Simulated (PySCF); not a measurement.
H₂Si, SMILES [SiH2] (connectivity only; charge and spin as stated), charge +1, multiplicity 2.

Geometry optimised at PBE-D3(BJ)/def2-TZVPD. The isomer is the one that the SMILES or the coordinates give; other isomers of the formula were not compared.

Level of theory: PBE-D3(BJ)/def2-TZVPD run with PySCF.

Frequencies are harmonic and unscaled.

```csv
mode,ν (cm⁻¹),IR (km/mol),moving atoms (share of kinetic energy)
1,871,28.0,H 95 %
2,2065,4.2,H 98 %
3,2153,2.4,H 95 %
```
